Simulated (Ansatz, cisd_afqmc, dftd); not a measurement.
Barrier from C2H5 (SMILES [CH2]C, doublet) to the saddle point below; all geometries are those of the NHTBH38 set.
```
C
C 1 1.3446
H 2 1.0809 1 121.40
H 2 1.0809 3 117.15 1 -177.22
H 1 1.0809 2 121.25 3 6.58
H 1 1.0809 5 116.76 2 -170.17
H 1 1.9805 5 85.66 6 -82.92
```
Charge 0, spin multiplicity 2.

Quantity: barrier height (electronic, no zero-point energy), in kJ/mol. Open shells are spin-unrestricted; no spin-orbit coupling. Correlated methods leave the cores frozen. Rows without X2C or -DK are non-relativistic. AFQMC/CISD: phaseless, guided by CISD from CCSD amplitudes; bars are statistical, one sigma. Outlying blocks are dropped, and bars are widened where a walk drifts. Over all cases where full CI ran beside it in this data, AFQMC minus full CI had a median of +0.1 mEh and passed +0.4 mEh in a tenth of the cases. CBS(X,Y): correlation extrapolated as X^-3, Hartree-Fock from the larger set. A bracket is a step between two methods taken in the basis named. The functionals are non-relativistic, so their misses hold any scalar relativity. Double hybrids freeze cores in their MP2 part. '+ core + X2C': CCSD(T) terms for core correlation (cc-pwCVTZ) and scalar relativity (cc-pVTZ-DK). The UHF reference of C2H5 (saddle point or complex, doublet) is spin-contaminated (<S^2> up to 0.20 over the pure value in the sets run).

```tsv
level	program	barrier height (kJ/mol)	difference against the last row
HF/aug-cc-pVDZ	Ansatz	185.1	10.3
PBE/def2-TZVPD	Ansatz	168.1	-6.7
PBE0-D4/def2-TZVPD	Ansatz + dftd4	183.5	8.7
wB97X-V/def2-TZVPD	Ansatz	187.9	13.1
B2PLYP-D4/def2-TZVPD	Ansatz + dftd4	175.4	0.6
MP2/aug-cc-pVDZ	Ansatz	190.4	15.6
MP2/CBS(aug-cc-pVTZ,aug-cc-pVQZ)	Ansatz	194.6	19.8
CCSD/aug-cc-pVDZ	Ansatz	182.3	7.5
CCSD/aug-cc-pVTZ	Ansatz	186.5	11.7
CCSD(T)/aug-cc-pVQZ	Ansatz	177.5	2.7
CCSD(T)/CBS(aug-cc-pVTZ,aug-cc-pVQZ)	Ansatz	177.0	2.2
AFQMC/CISD/aug-cc-pVTZ	cisd_afqmc	177.8 ± 1.1	3.0
CCSD(T)/CBS(aug-cc-pVTZ,aug-cc-pVQZ) + [AFQMC/CISD - CCSD(T)]/aug-cc-pVTZ + core + X2C	Ansatz + cisd_afqmc	176.4 ± 1.1	1.6
CCSD(T)/CBS(aug-cc-pVTZ,aug-cc-pVQZ) + [CCSDT(Q) - CCSD(T)]/aug-cc-pVDZ + core + X2C	Ansatz	174.8	0.0
```

Ansatz is a quantum-chemistry and plane-wave program.
